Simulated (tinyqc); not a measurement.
CCD on RHF in the sto-3g basis, frozen core, for HF, spin multiplicity 1, step by step. One step of it, computed by the program tinyqc.

Task: CCD: starting amplitudes. t_ij^ab = <ij||ab> / (e_i + e_j - e_a - e_b), whose energy is MP2.

orbital energies (hartree): MO1 -25.923155, MO2 -1.418917, MO3 -0.500428, MO4 -0.462737, MO5 -0.462737, MO6 0.395299

Two-electron integrals over orbitals (pq|rs), unique and non-zero (hartree); the lowest 1 orbital is frozen and left out:
```
(22|22) 0.869134    (32|22) -0.043771   (32|32) 0.139539    (33|22) 0.703033
(33|32) -0.018749   (33|33) 0.689619    (42|42) 0.188227    (43|42) -0.030435
(43|43) 0.037037    (44|22) 0.892511    (44|32) -0.069036   (44|33) 0.690398
(44|44) 0.997514    (52|52) 0.188227    (53|52) -0.030435   (53|53) 0.037037
(54|54) 0.053770    (55|22) 0.892511    (55|32) -0.069036   (55|33) 0.690398
(55|44) 0.889973    (55|55) 0.997514    (62|22) -0.092851   (62|32) -0.072499
(62|33) -0.023662   (62|44) -0.091503   (62|55) -0.091503   (62|62) 0.091849
(63|22) -0.225971   (63|32) 0.084171    (63|33) -0.097842   (63|44) -0.238222
(63|55) -0.238222   (63|62) 0.040203    (63|63) 0.223106    (64|42) -0.030738
(64|43) -0.021276   (64|64) 0.029450    (65|52) -0.030738   (65|53) -0.021276
(65|65) 0.029450    (66|22) 0.646111    (66|32) 0.049860    (66|33) 0.653528
(66|44) 0.628902    (66|55) 0.628902    (66|62) -0.056190   (66|63) -0.024177
(66|66) 0.682466
```

Give: Starting amplitudes; correlation energy.

Result:

Starting amplitudes (spin orbitals 1a, 1b, ...; amplitudes related by a flip of all spins are not repeated):
```
from      to        t
3a 3b  6a 6b  -0.1245
2a 2b  6a 6b  -0.0253
5a 5b  6a 6b  -0.0172
4a 4b  6a 6b  -0.0172
2a 3b  6a 6b  -0.0148
```

correlation energy = -0.032314 hartree
